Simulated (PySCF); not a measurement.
## MgS and its ions

PBE0; PySCF, no relativity, basis sets Mg pcseg-2, S pcseg-2. Neutral (UKS): singlet (closed shell), Re = 2.139 Å, ωe = 546 cm⁻¹, De = 2.06 eV, HOMO -5.86 eV, LUMO -3.72 eV.

MgS⁺ (UKS): doublet (π ↑), Re = 2.244 Å, ωe = 478 cm⁻¹, De = 1.94 eV to Mg⁺ + S. The energies at the minima are -598.02254 hartree for MgS and -597.74142 for MgS⁺.

(1) Work out the adiabatic ionisation energy, without and with harmonic zero-point energies (1 hartree = 27.2114 eV, 1 eV = 8065.5 cm⁻¹), and the change of the bond length.

For an ion De counts to the pair picked by the measured ionisation energies or electron affinities, which need not be the lowest pair at this level. States were picked by a PBE0 search and need not be the measured ground states.

Results:

(1) At PBE0: 0.28112 hartree = 7.650 eV between the minima; the zero-point term (478.0 − 546.0)/2 cm⁻¹ = -0.004 eV makes it 7.645 eV. Re changes by +10.5 pm against the neutral. Minus the HOMO energy is 5.86 eV, -1.79 eV from the value between the minima; self-interaction puts the Kohn–Sham level too high, less so with exact exchange. The electron leaves a π orbital; in so polar a molecule the change of length follows mostly from the change of the ionic charges.
